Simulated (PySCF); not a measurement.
# BPH₆: NMR shifts at several levels of theory, part 2 of 2

PySCF 2.14.0. Atoms count from 0. Earlier steps stand in the parts before.

## Step 11: Nuclear shieldings: PBE0/6-31G*

Job settings and geometry (Å):

```
{"job": {"kind": "nmr", "xc": "PBE0", "basis": "6-31G*", "pop": true}, "charge": 0, "multiplicity": 1}
B     -1.195443    -0.101648    -0.020916
P      0.723746     0.005210     0.038538
H     -1.556893     0.785911     0.735050
H     -1.456149     0.098245    -1.196694
H     -1.436715    -1.232514     0.367821
H      1.365917    -0.176808     1.288487
H      1.467384    -0.911636    -0.745165
H      1.335944     1.216393    -0.368544
```

Level: GIAO PBE0/6-31G* NMR shielding, non-relativistic, gas phase.

What it wrote:

```text
coarse grid: 6432 points
cycle   1  E = -369.5546107184  dE = -1.086e-01  |g| = 3.393e-01  |ddm| = 2.129e+00
cycle   2  E = -369.5582057593  dE = -3.595e-03  |g| = 3.271e-01  |ddm| = 1.045e+00
cycle   3  E = -369.6006808051  dE = -4.248e-02  |g| = 9.726e-03  |ddm| = 5.318e-01
cycle   4  E = -369.6007117890  dE = -3.098e-05  |g| = 2.760e-03  |ddm| = 1.725e-02
cycle   5  E = -369.6007146131  dE = -2.824e-06  |g| = 5.533e-04  |ddm| = 4.968e-03
final grid: 55368 points
cycle   6  E = -369.5798005743  dE = -7.724e-06  |g| = 4.070e-03  |ddm| = 1.383e-02
cycle   7  E = -369.5798015072  dE = -9.329e-07  |g| = 3.729e-03  |ddm| = 9.634e-03
cycle   8  E = -369.5798063096  dE = -4.802e-06  |g| = 1.451e-04  |ddm| = 4.808e-03
cycle   9  E = -369.5798063181  dE = -8.530e-09  |g| = 4.008e-05  |ddm| = 3.376e-04
cycle  10  E = -369.5798063186  dE = -5.167e-10  |g| = 9.668e-06  |ddm| = 5.273e-05
converged SCF energy = -369.5798063186

GIAO shielding tensors (ppm)
atom      isotropic    diamagn.    paramagn.     s11        s22        s33       span
  0 B      159.435     192.381     -32.946    158.017    160.078    160.212      2.194
  1 P      485.465     967.470    -482.005    455.818    455.952    544.624     88.806
  2 H       30.711      28.737       1.974     27.261     29.518     35.354      8.094
  3 H       30.710      28.741       1.969     27.258     29.519     35.354      8.095
  4 H       30.717      28.722       1.996     27.268     29.522     35.361      8.093
  5 H       27.873      29.081      -1.208     24.554     24.723     34.342      9.787
  6 H       27.872      29.086      -1.214     24.558     24.722     34.336      9.778
  7 H       27.873      29.119      -1.246     24.563     24.725     34.333      9.770
```

Wall time 1.7 s (1 thread of Arm Neoverse V2, shared host); peak memory 0.42 GiB.

This run: δ B0 -47.2, P1 -109.2, H5 4.09, H2 1.25 ppm (means over like atoms).

## Step 12: NMR shieldings: PBE0/6-311+G(2d,p)

Settings changed since step 11:

```diff
@@ -1,2 +1,2 @@
-{"job": {"kind": "nmr", "xc": "PBE0", "basis": "6-31G*", "pop": true}, "charge": 0, "multiplicity": 1}
+{"job": {"kind": "nmr", "xc": "PBE0", "basis": "6-311+G(2d,p)", "pop": true}, "charge": 0, "multiplicity": 1}
 B     -1.195443    -0.101648    -0.020916
```

Level: GIAO PBE0/6-311+G(2d,p) NMR shielding, non-relativistic, gas phase.

What it wrote:

```text
coarse grid: 6432 points
cycle   1  E = -369.5782883176  dE = -1.218e-01  |g| = 3.721e-01  |ddm| = 1.874e+00
cycle   2  E = -369.5750939304  dE =  3.194e-03  |g| = 3.659e-01  |ddm| = 8.542e-01
cycle   3  E = -369.6251629913  dE = -5.007e-02  |g| = 2.128e-02  |ddm| = 4.566e-01
cycle   4  E = -369.6252919681  dE = -1.290e-04  |g| = 3.006e-03  |ddm| = 1.844e-02
cycle   5  E = -369.6252942664  dE = -2.298e-06  |g| = 7.049e-04  |ddm| = 4.390e-03
final grid: 55368 points
cycle   6  E = -369.6259365933  dE = -1.897e-05  |g| = 4.564e-03  |ddm| = 2.027e-02
cycle   7  E = -369.6259369881  dE = -3.947e-07  |g| = 4.093e-03  |ddm| = 6.716e-03
cycle   8  E = -369.6259414308  dE = -4.443e-06  |g| = 2.732e-04  |ddm| = 3.660e-03
cycle   9  E = -369.6259414609  dE = -3.008e-08  |g| = 6.429e-05  |ddm| = 4.462e-04
cycle  10  E = -369.6259414620  dE = -1.102e-09  |g| = 1.755e-05  |ddm| = 6.155e-05
cycle  11  E = -369.6259414621  dE = -9.595e-11  |g| = 2.825e-06  |ddm| = 2.197e-05
converged SCF energy = -369.6259414621

GIAO shielding tensors (ppm)
atom      isotropic    diamagn.    paramagn.     s11        s22        s33       span
  0 B      153.708     191.345     -37.638    152.509    154.241    154.373      1.864
  1 P      439.851     967.125    -527.274    403.827    403.988    511.737    107.910
  2 H       30.372      28.921       1.451     27.390     29.075     34.650      7.260
  3 H       30.370      28.920       1.450     27.386     29.075     34.650      7.264
  4 H       30.380      28.917       1.463     27.402     29.082     34.656      7.255
  5 H       27.057      28.724      -1.667     23.799     23.845     33.527      9.728
  6 H       27.056      28.729      -1.673     23.798     23.850     33.521      9.723
  7 H       27.058      28.762      -1.703     23.800     23.858     33.517      9.716
```

Wall time 3.6 s (1 thread of Arm Neoverse V2, shared host); peak memory 0.42 GiB.

In short: δ B0 -51.3, P1 -142.9, H5 4.45, H2 1.14 ppm (means over like atoms).

## Step 13: Shielding tensors: PBE0/def2-SVP

Settings changed since step 12:

```diff
@@ -1,2 +1,2 @@
-{"job": {"kind": "nmr", "xc": "PBE0", "basis": "6-311+G(2d,p)", "pop": true}, "charge": 0, "multiplicity": 1}
+{"job": {"kind": "nmr", "xc": "PBE0", "basis": "def2-SVP", "pop": true}, "charge": 0, "multiplicity": 1}
 B     -1.195443    -0.101648    -0.020916
```

Method: GIAO PBE0/def2-SVP NMR shielding, non-relativistic, gas phase.

What it wrote:

```text
coarse grid: 6432 points
cycle   1  E = -369.3930984156  dE = -1.226e-01  |g| = 3.238e-01  |ddm| = 2.316e+00
cycle   2  E = -369.3962142879  dE = -3.116e-03  |g| = 3.154e-01  |ddm| = 9.647e-01
cycle   3  E = -369.4364636460  dE = -4.025e-02  |g| = 8.852e-03  |ddm| = 4.650e-01
cycle   4  E = -369.4364913015  dE = -2.766e-05  |g| = 2.567e-03  |ddm| = 1.516e-02
cycle   5  E = -369.4364937910  dE = -2.490e-06  |g| = 2.160e-04  |ddm| = 4.891e-03
final grid: 55368 points
cycle   6  E = -369.4793530036  dE = -1.143e-05  |g| = 3.363e-03  |ddm| = 2.120e-02
cycle   7  E = -369.4793535027  dE = -4.991e-07  |g| = 3.063e-03  |ddm| = 7.679e-03
cycle   8  E = -369.4793567640  dE = -3.261e-06  |g| = 1.487e-04  |ddm| = 3.977e-03
cycle   9  E = -369.4793567733  dE = -9.306e-09  |g| = 2.969e-05  |ddm| = 3.237e-04
cycle  10  E = -369.4793567736  dE = -2.743e-10  |g| = 1.128e-05  |ddm| = 5.135e-05
converged SCF energy = -369.4793567736

GIAO shielding tensors (ppm)
atom      isotropic    diamagn.    paramagn.     s11        s22        s33       span
  0 B      160.068     190.905     -30.836    158.691    160.691    160.823      2.131
  1 P      526.873     965.094    -438.222    500.013    500.106    580.499     80.485
  2 H       30.307      28.658       1.649     26.971     29.004     34.945      7.974
  3 H       30.307      28.662       1.644     26.969     29.006     34.945      7.976
  4 H       30.313      28.644       1.669     26.980     29.008     34.952      7.972
  5 H       27.334      29.137      -1.803     23.967     23.986     34.047     10.080
  6 H       27.333      29.146      -1.813     23.973     23.984     34.042     10.069
  7 H       27.335      29.204      -1.869     23.976     23.991     34.039     10.064
```

Run time: 2 s. Hardware: 1 thread of Arm Neoverse V2, shared host; peak memory 0.42 GiB.

Key values: δ B0 -49.4, P1 -141.0, H5 4.01, H2 1.03 ppm (means over like atoms).

## Step 14: Shielding tensors: PBE0/def2-TZVP

Settings changed since step 13:

```diff
@@ -1,2 +1,2 @@
-{"job": {"kind": "nmr", "xc": "PBE0", "basis": "def2-SVP", "pop": true}, "charge": 0, "multiplicity": 1}
+{"job": {"kind": "nmr", "xc": "PBE0", "basis": "def2-TZVP", "pop": true}, "charge": 0, "multiplicity": 1}
 B     -1.195443    -0.101648    -0.020916
```

With the program's defaults for keys left out, this is: GIAO PBE0/def2-TZVP NMR shielding, non-relativistic, gas phase.

What it wrote:

```text
coarse grid: 6432 points
cycle   1  E = -369.5825303017  dE = -1.142e-01  |g| = 3.597e-01  |ddm| = 1.731e+00
cycle   2  E = -369.5792642828  dE =  3.266e-03  |g| = 3.639e-01  |ddm| = 7.874e-01
cycle   3  E = -369.6293952928  dE = -5.013e-02  |g| = 1.665e-02  |ddm| = 4.187e-01
cycle   4  E = -369.6294708262  dE = -7.553e-05  |g| = 3.276e-03  |ddm| = 1.480e-02
cycle   5  E = -369.6294739824  dE = -3.156e-06  |g| = 7.100e-04  |ddm| = 3.654e-03
final grid: 55368 points
cycle   6  E = -369.6291703162  dE = -1.758e-05  |g| = 4.822e-03  |ddm| = 2.080e-02
cycle   7  E = -369.6291707058  dE = -3.896e-07  |g| = 4.201e-03  |ddm| = 6.856e-03
cycle   8  E = -369.6291753172  dE = -4.611e-06  |g| = 3.242e-04  |ddm| = 3.841e-03
cycle   9  E = -369.6291753582  dE = -4.103e-08  |g| = 5.302e-05  |ddm| = 4.094e-04
cycle  10  E = -369.6291753590  dE = -7.174e-10  |g| = 2.015e-05  |ddm| = 5.442e-05
converged SCF energy = -369.6291753590

GIAO shielding tensors (ppm)
atom      isotropic    diamagn.    paramagn.     s11        s22        s33       span
  0 B      154.414     191.645     -37.231    153.459    154.829    154.952      1.493
  1 P      422.864     965.765    -542.902    385.500    385.652    497.438    111.938
  2 H       30.362      28.888       1.474     27.448     29.023     34.614      7.166
  3 H       30.360      28.889       1.471     27.444     29.023     34.613      7.169
  4 H       30.370      28.875       1.495     27.459     29.029     34.621      7.161
  5 H       27.029      28.588      -1.559     23.822     23.886     33.381      9.559
  6 H       27.029      28.594      -1.565     23.821     23.891     33.375      9.553
  7 H       27.031      28.630      -1.599     23.824     23.898     33.371      9.547
```

Wall time 3.8 s (1 thread of Arm Neoverse V2, shared host); peak memory 0.44 GiB.

This run: δ B0 -51.8, P1 -141.9, H5 4.45, H2 1.12 ppm (means over like atoms).

## Step 15: Run by run: NMR shifts

Shifts (ppm), means over like atoms, with basis size and wall time (the measured row can stand on another reference than the computed rows):

```
               run    H5    H2     B0      P1  functions    time
     WP04/pcSseg-2  3.97  0.84  -44.7  -101.3        163   5.9 s
    B97-2/pcSseg-2  4.24  1.03  -50.2  -133.4        163   5.4 s
BHandHLYP/pcSseg-2  4.11  0.99  -46.7  -125.6        163   5.5 s
CAM-B3LYP/pcSseg-2  4.16  1.03  -51.2  -138.6        163   7.3 s
  wB97X-D/pcSseg-2  4.17  1.02  -51.5  -140.1        163   7.2 s
  LC-wPBE/pcSseg-2  4.12  0.96  -55.0  -149.5        163   9.9 s
       PBE0/STO-3G  2.31  0.35  -33.1     4.0         20  0.82 s
        PBE0/6-31G  3.40  1.66  -46.5  -184.1         34   1.5 s
       PBE0/6-31G*  4.09  1.25  -47.2  -109.2         44   1.7 s
PBE0/6-311+G(2d,p)  4.45  1.14  -51.3  -142.9         98   3.6 s
     PBE0/def2-SVP  4.01  1.03  -49.4  -141.0         62     2 s
    PBE0/def2-TZVP  4.45  1.12  -51.8  -141.9        104   3.8 s
          measured     –     –      –  -113.0          –       –
```

Measured: O. Kühl, Phosphorus-31 NMR Spectroscopy, Springer 2008, chapter 6 (publisher's sample).

## Step 16: Summary of results

What follows sums up all 2 parts.

| quantity | value |
| --- | --- |
| point group | C3v |
| rotational constants (main isotopes) | 56.30, 10.66, 10.65 GHz |
| ¹H shifts against TMS (WP04/pcSseg-2, means over atoms taken as alike) | 3.97, 0.84 ppm |
| ¹¹B shifts against BF3·OEt2 (WP04/pcSseg-2) | -44.7 ppm |
| ³¹P shifts against H3PO4 (WP04/pcSseg-2) | -101.3 ppm |
| measured, and computed on the same scale | P1 δ -113.0, -101.3 ppm |
| range of the shift of P1 | -184.1 to 4.0 ppm |
| property runs in this session | 12, of which 0 failed and 1 gave unsound results |

In words: Single values in the summary come from the first run of each kind that ended normally (WP04/pcSseg-2), which need not be the best level. Relaxing lowered the energy by 0.103 eV in 5 steps; the close pair that moved most is B0–H4, from 1.174 to 1.220 Å. No frequency check was run at this level, so the end point may be a saddle. At WP04/pcSseg-2: The largest span, 117 ppm, is at P1, where the paramagnetic term is -580 ppm. The one measured ³¹P shift is missed by +11.7 ppm (computed less measured, unscaled). Vibration, temperature and solvent are missing from the calculation, so part of the miss against the measured shifts is not the functional's. In ppm, P1 moves most: its shift spreads over 188.1 ppm, from -184.1 (PBE0/6-31G) to 4.0 (PBE0/STO-3G). A minimal basis is unusable for shieldings, so that end is no result.
